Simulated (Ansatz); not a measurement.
Steps of a relaxation of AlH5OSi, SMILES `O[SiH2][AlH2]` with RKS PBE0-D4/def2-TZVP.

```sh
$ ansatz run in.yaml --threads 2 --pin off --events-out ev --progress --plain --max-ram 4352MiB
```

```yaml
crystal:
  periodic: [false, false, false]
  atoms:
    - {symbol: O, position_ang: [-1.724260, 0.057673, -0.684707]}
    - {symbol: Si, position_ang: [-0.206855, 0.693158, -0.269123]}
    - {symbol: Al, position_ang: [1.099684, -1.153228, 0.702566]}
    - {symbol: H, position_ang: [-2.331410, 0.698068, -1.096035]}
    - {symbol: H, position_ang: [0.492604, 1.296559, -1.475906]}
    - {symbol: H, position_ang: [-0.334303, 1.850665, 0.707115]}
    - {symbol: H, position_ang: [2.609073, -0.874760, 1.178473]}
    - {symbol: H, position_ang: [0.487767, -2.625234, 0.881717]}
basis:
  gaussian: {orbitals: def2-TZVP}
hamiltonian: {xc: pbe0, dispersion: d4}
relax: {f_tol: 0.005, max_steps: 150}
```

Positions (Å) and forces (eV/Å) along the path, 7 of 7 steps:

```xyz
8
step=1 energy=-16596.0350 eV
O    -1.724    0.058   -0.685    0.385    0.941   -0.109
Si   -0.207    0.693   -0.269   -0.500   -0.074   -0.177
Al    1.100   -1.153    0.703    0.110   -0.137    0.083
H    -2.331    0.698   -1.096    0.403   -0.478    0.291
H     0.493    1.297   -1.476   -0.237   -0.149    0.251
H    -0.334    1.851    0.707   -0.050   -0.270   -0.249
H     2.609   -0.875    1.178   -0.195   -0.032   -0.064
H     0.488   -2.625    0.882    0.082    0.199   -0.027
8
step=2 energy=-16596.0615 eV
O    -1.738    0.096   -0.702    0.421    0.306    0.079
Si   -0.213    0.660   -0.264   -0.545    0.046   -0.220
Al    1.120   -1.159    0.713   -0.022   -0.071    0.008
H    -2.315    0.757   -1.101    0.131   -0.179    0.100
H     0.460    1.265   -1.463    0.007   -0.059    0.060
H    -0.358    1.813    0.689    0.030   -0.075   -0.012
H     2.615   -0.871    1.180   -0.044    0.019   -0.020
H     0.520   -2.619    0.891    0.023    0.013    0.005
8
step=3 energy=-16596.0696 eV
O    -1.715    0.091   -0.692    0.245    0.139    0.057
Si   -0.207    0.675   -0.266   -0.304   -0.118   -0.084
Al    1.105   -1.162    0.708   -0.006    0.027   -0.010
H    -2.302    0.737   -1.089   -0.037   -0.046   -0.001
H     0.463    1.268   -1.465    0.045    0.009   -0.005
H    -0.358    1.817    0.690    0.031    0.017    0.024
H     2.594   -0.862    1.171    0.037   -0.001    0.014
H     0.514   -2.621    0.889   -0.010   -0.028    0.004
8
step=4 energy=-16596.0717 eV
O    -1.716    0.104   -0.696    0.176   -0.043    0.078
Si   -0.211    0.676   -0.268   -0.200   -0.012   -0.073
Al    1.102   -1.157    0.706    0.015   -0.014    0.010
H    -2.324    0.728   -1.093   -0.031    0.060   -0.026
H     0.473    1.265   -1.462    0.025    0.008    0.000
H    -0.349    1.817    0.693    0.020    0.010    0.010
H     2.592   -0.869    1.174    0.035    0.033    0.004
H     0.526   -2.621    0.891   -0.039   -0.042   -0.004
8
step=5 energy=-16596.0729 eV
O    -1.711    0.100   -0.694   -0.029    0.020   -0.017
Si   -0.213    0.676   -0.269   -0.011    0.003   -0.005
Al    1.102   -1.158    0.706   -0.001   -0.001    0.000
H    -2.323    0.723   -1.090    0.028   -0.023    0.017
H     0.477    1.266   -1.461    0.003    0.003    0.000
H    -0.346    1.818    0.693    0.003    0.004    0.001
H     2.592   -0.860    1.173    0.009    0.002    0.003
H     0.515   -2.622    0.886   -0.002   -0.009    0.001
8
step=6 energy=-16596.0729 eV
O    -1.713    0.101   -0.694   -0.003    0.000   -0.001
Si   -0.214    0.676   -0.270   -0.001    0.002   -0.001
Al    1.101   -1.159    0.706   -0.002   -0.007    0.001
H    -2.323    0.726   -1.089    0.002   -0.001    0.001
H     0.477    1.265   -1.461    0.001    0.000    0.000
H    -0.345    1.818    0.692    0.001    0.000    0.000
H     2.591   -0.858    1.174    0.001    0.001    0.001
H     0.518   -2.625    0.886    0.002    0.006   -0.001
8
step=7 energy=-16596.0729 eV
O    -1.714    0.101   -0.693    0.000    0.000    0.000
Si   -0.214    0.675   -0.270    0.000   -0.001    0.000
Al    1.101   -1.159    0.706    0.001    0.001    0.000
H    -2.324    0.727   -1.087    0.000    0.000    0.000
H     0.477    1.263   -1.463    0.000    0.000    0.000
H    -0.343    1.819    0.690    0.000    0.000    0.000
H     2.590   -0.857    1.178   -0.001    0.000    0.000
H     0.519   -2.626    0.882    0.000   -0.001    0.000
```

Run time 29 s (2 threads of an Arm Neoverse N1 on a shared host); peak host memory 0.24 GiB.
